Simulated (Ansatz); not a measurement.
For Y (model structure, started from the beta-Sn type, I4₁/amd, No. 141, 2 atoms in the cell), PBE (PAW; Ansatz, a first-principles code) gives:

```
Quantity             Result
------------------  -------
lattice constant a  6.230 Å
c axis length       3.408 Å
```

Task: What does r²SCAN (plane waves, PAW; Ansatz) give for the same quantities?

Result: 
- lattice constant a: 6.191 Å (shrinks by 0.6 %)
- lattice parameter c: 3.431 Å (rises by 0.7 %)

Changes are worked out from the printed values.

Unless a cell is named, each level is at its own relaxed cell (PBE 33.07, r²SCAN 32.88 Å³/atom).

The crystal itself was run without spin with PBE, r²SCAN; a magnetic state was not tried in these runs.

Ansatz's density-functional and Hartree–Fock values are scalar-relativistic unless marked +SOC, with PAW data made under PBE.

A model structure was made by putting elements into a prototype or built by hand; it is no filed structure, need not be a known phase, and can be a saddle point held by its symmetry.
